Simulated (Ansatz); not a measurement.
# doublet [SiH3]2+: levels of theory compared

Aim: a comparison of 4 runs (UHF/STO-3G, U-revPBE/aug-cc-pVTZ, RPA@PBE0/aug-cc-pVTZ, UBCCD(T)/aug-cc-pVTZ) of doublet [SiH3]2+. 

The results are computed with Ansatz 0.2.0.

1 further run of the same task is left out (it didn't finish).

### 1 The system as given

[SiH3]2+: 4 atoms, total charge +2, spin state doublet. SMILES of the parent species: `[SiH3+]`. The shape is that of a PBE0-D4/def2-TZVP optimisation. That shape belongs to the parent species and isn't relaxed for this state.

Bond lengths: Si1–H2 1.472 Å, Si1–H3 1.472 Å, Si1–H4 1.472 Å. Angles: H2–Si1–H3 120.0°, H2–Si1–H4 120.0°, H3–Si1–H4 120.0°.

### 2 The energy at UHF/STO-3G (run 1)

Input file job.yaml:

```yaml
crystal:
  periodic: [false, false, false]
  atoms:
    - symbol: Si
      position_ang: [-0.000000, -0.000000, 0.000000]
    - symbol: H
      position_ang: [0.686900, 0.675400, 1.113000]
    - symbol: H
      position_ang: [-0.118400, -1.467200, -0.009900]
    - symbol: H
      position_ang: [-0.568500, 0.791700, -1.103100]
basis:
  gaussian:
    orbitals: STO-3G
total_charge: 2
magnetization:
  spin_polarized: true
  initial_magnetization: 1
hamiltonian:
  xc: hf
accuracy: high
output: {orbitals: {seedname: orbitals}}
```

Launch:

```
$ ansatz run job.yaml --threads 1 --pin off --max-ram 3480MiB --events-out events.jsonl --progress --plain --runs-dir runs
```

Log:

```text
Warning: RAYON_NUM_THREADS=1 ignored (pool sized by the plan → 1); use --threads N
Functional definition: HF
  name "HF"
  exchange = exact_x
  correlation = 0
183 factors; integrals over basis functions are off by at most 1.1e-8 eV
mean field evaluation 1: about -7791.6539 eV, gradient 6.1e0 eV
mean field evaluation 2: about -7791.6454 eV, gradient 6.1e0 eV
mean field evaluation 4: about -7792.1534 eV, gradient 1.0e0 eV
mean field evaluation 8: about -7792.1792 eV, gradient 9.4e-5 eV
mean field evaluation 16: about -7792.0700 eV, gradient 1.8e0 eV
mean field evaluation 32: about -7792.1780 eV, gradient 5.7e-2 eV
mean field evaluation 64: about -7792.1818 eV, gradient 2.6e-3 eV
mean field evaluation 96: about -7792.1363 eV, gradient 1.4e0 eV
mean field evaluation 128: about -7792.1580 eV, gradient 6.7e-2 eV
mean field evaluation 160: about -7792.1612 eV, gradient 8.5e-2 eV
mean field -7792.17862829 eV, -286.3572828612 hartree, gradient 2.4e-8 eV, S^2 0.803191; 9 other end points of the search recorded, 0 dependent functions left out
reference -7792.17862829 eV, -286.3572828612 hartree; 8, 7 occupied and 4, 5 virtual orbitals, 183 factors
Total energy: -7792.17862829 eV, -286.3572828612 hartree
```

It took 0.16 s on 1 thread of Arm Neoverse V1, shared host.

### 3 The energy at U-revPBE/aug-cc-pVTZ (run 2)

Input file run.yaml:

```yaml
basis:
  gaussian: {orbitals: aug-cc-pVTZ}
crystal:
  periodic: [false, false, false]
  atoms:
    - symbol: Si
      position_ang: [-0.000000, -0.000000, 0.000000]
    - symbol: H
      position_ang: [0.686900, 0.675400, 1.113000]
    - symbol: H
      position_ang: [-0.118400, -1.467200, -0.009900]
    - symbol: H
      position_ang: [-0.568500, 0.791700, -1.103100]
total_charge: 2
hamiltonian: {xc: {name: revPBE}}
output: {orbitals: {seedname: orbitals}}
accuracy: high
magnetization: {spin_polarized: true, initial_magnetization: 1}
```

Launch:

```
$ ansatz run run.yaml --threads 1 --pin off --max-ram 3480MiB --events-out events.jsonl --progress --plain --runs-dir runs
```

Log:

```text
Warning: RAYON_NUM_THREADS=1 ignored (pool sized by the plan → 1); use --threads N
Functional definition: revPBE
  name "revPBE"
  parameter kappa = 1.245
  parameter beta = 0.06672455060314922
  exchange = pbe_x(kappa = kappa, mu = beta*pi^2/3)
  correlation = pbe_c(beta = beta)
1784 factors; integrals over basis functions are off by at most 3.7e-9 eV
mean field evaluation 1: about -7893.9266 eV, gradient 1.0e1 eV
mean field evaluation 2: about -7892.9460 eV, gradient 1.4e1 eV
mean field evaluation 4: about -7894.0970 eV, gradient 7.9e0 eV
mean field evaluation 8: about -7894.3959 eV, gradient 5.6e0 eV
mean field evaluation 16: about -7894.7282 eV, gradient 8.5e-4 eV
mean field evaluation 32: about -7894.7282 eV, gradient 1.3e-2 eV
mean field evaluation 64: about -7894.6860 eV, gradient 5.1e-1 eV
mean field -7894.72839527 eV, -290.1259172871 hartree, gradient 7.9e-8 eV, S^2 0.755853; 7 other end points of the search recorded, 0 dependent functions left out
reference -7894.72839867 eV, -290.1259174122 hartree; 8, 7 occupied and 111, 112 virtual orbitals, 1784 factors
Total energy: -7894.72839867 eV, -290.1259174122 hartree
```

It took 19 s on 1 thread of Arm Neoverse V1, shared host; peak memory 0.3 GiB.

Run 3 isn't shown in full; the table further down has it.

### 4 The energy at UBCCD(T)/aug-cc-pVTZ (run 4)

Input file input.yaml:

```yaml
crystal:
  periodic: [false, false, false]
  atoms:
    - symbol: Si
      position_ang: [-0.000000, -0.000000, 0.000000]
    - symbol: H
      position_ang: [0.686900, 0.675400, 1.113000]
    - symbol: H
      position_ang: [-0.118400, -1.467200, -0.009900]
    - symbol: H
      position_ang: [-0.568500, 0.791700, -1.103100]
basis:
  gaussian: {orbitals: aug-cc-pVTZ}
accuracy: high
magnetization: {spin_polarized: true, initial_magnetization: 1}
correlation: {method: bccd_t, frozen_orbitals: {H: 0, Si: 5}}
total_charge: 2
scf: {omitted_lower_state_checks: [cluster_reference, increment]}
```

Launch:

```
$ ansatz run input.yaml --threads 1 --pin off --max-ram 3480MiB --events-out events.jsonl --progress --plain --runs-dir runs
```

Log:

```text
Warning: RAYON_NUM_THREADS=1 ignored (pool sized by the plan → 1); use --threads N
[... 15 lines left out ...]
5 core orbitals not correlated: weight in the atoms' cores, before any rotation towards them, 1.000 or more for the frozen orbitals, at most 0.000 for the correlated occupied ones
[... 32 lines left out ...]
Total energy: -7883.80290779 eV, -289.7244130276 hartree
Checks for a lower state left out: cluster_reference, increment
```

It took 38 s on 1 thread of Arm Neoverse V1, shared host; peak memory 2.1 GiB.

### 5 All runs side by side

```csv
run,level,frozen core orbitals,energy (Eh),⟨S²⟩,wall time
1,UHF/STO-3G,–,-286.357283,0.803,0.16 s
2,U-revPBE/aug-cc-pVTZ,–,-290.125917,0.756,19 s
3,RPA@PBE0/aug-cc-pVTZ,5,-289.795355,0.760,26 s
4,UBCCD(T)/aug-cc-pVTZ,5,-289.724413,0.819,38 s
```

### 6 Outcome

```
                                          quantity          value
                               run 4: total energy  -289.72441 Eh
run 4: correlation energy (5 core orbitals frozen)     -100.1 mEh
                             run 4: (T) correction      -2.14 mEh
          run 4: ⟨S²⟩ of the reference determinant          0.819
```

In words: In run 1 the basis is minimal, so the values are rough. All runs together took 83 s, the longest 38 s.
